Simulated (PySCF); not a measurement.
# Cost of excited-state runs on `InChI=1S/BH5NSi/c2-1-3/h1H,2-3H2/q-1`, charge -1

Molfile (atoms numbered from 1):
```
BH5NSi
     RDKit          3D

  8  7  0  0  0  0  0  0  0  0999 V2000
   -1.3733   -0.1083   -0.1519 N   0  0  0  0  0  0  0  0  0  0  0  0
   -0.1043   -0.4708    0.3803 B   0  0  0  0  0  0  0  0  0  0  0  0
    1.4925    0.7437    0.4265 Si  0  0  0  0  0  3  0  0  0  0  0  0
   -2.2266   -0.6350   -0.0157 H   0  0  0  0  0  0  0  0  0  0  0  0
   -1.5042    0.7572   -0.6601 H   0  0  0  0  0  0  0  0  0  0  0  0
   -0.1348   -1.5541    0.9727 H   0  0  0  0  0  0  0  0  0  0  0  0
    2.5836   -0.2299   -0.0670 H   0  0  0  0  0  0  0  0  0  0  0  0
    1.2779    1.5054   -0.9087 H   0  0  0  0  0  0  0  0  0  0  0  0
  1  2  1  0
  2  3  1  0
  1  4  1  0
  1  5  1  0
  2  6  1  0
  3  7  1  0
  3  8  1  0
M  CHG  1   3  -1
M  END
```

PySCF with density fitting, on 1 thread of an AMD EPYC 9R45 96-Core, shared host. Command: `OMP_NUM_THREADS=1 python excited_run.py task.json out`

Task: How long does this run take, and how much memory?
- magnetisability and related constants, CAM-B3LYP/aug-pcSseg-1; isotopologues; writes grids

Result: 
```
                                  run                   level  basis functions  wall time  peak memory (GiB)
magnetisability and related constants  CAM-B3LYP/aug-pcSseg-1              130      6.7 s               0.55
```
Times from a shared host are rough.
